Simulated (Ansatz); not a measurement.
A made-up structure of AlBH2O, closed shell:

| atom | x (Å) | y (Å) | z (Å) |
| --- | --- | --- | --- |
| O1 | 0.4507 | -1.2862 | 2.1315 |
| B2 | 0.2358 | -0.6747 | 1.1177 |
| Al3 | -0.1397 | 0.3984 | -0.6604 |
| H4 | -0.1824 | -0.7870 | 2.1831 |
| H5 | 0.5674 | 1.7955 | -0.8593 |

It is relaxed with PBE-D4/def2-SVP and then PBE0-D4/def2-TZVP (Ansatz 0.2.0). Atoms count as bonded within 1.22 times the sum of their covalent radii (H–H: 0.88 Å). The end point is not checked to be a true minimum.

Q: Does its bonding change? (A judgement: the text doesn't fix the answer.)

A: By the calculation: Yes. Formed: none; broken: B2–H4.

Where it ends: The first stage lowers the energy by 4.29 eV in 12 steps. It ends as AlBH₂O ([OH][B][AlH]):
O1  (0.116, -1.275, 1.937)
B2  (0.175, -0.316, 1.057)
Al3  (0.196, 0.232, -1.036)
H4  (0.139, -1.042, 2.872)
H5  (0.306, 1.847, -0.916)
(Å)

Labels in which every atom is bracketed show which atoms are joined, not bond orders.

For scale, one of the runs: PBE0-D4/def2-TZVP relaxation, 111 basis functions, launched by `ansatz run in.yaml --threads 2 --pin off --events-out ev --progress --plain --max-ram 4352MiB`. The run took about 15 s on 2 CPU threads of an Arm Neoverse V1 (shared host).
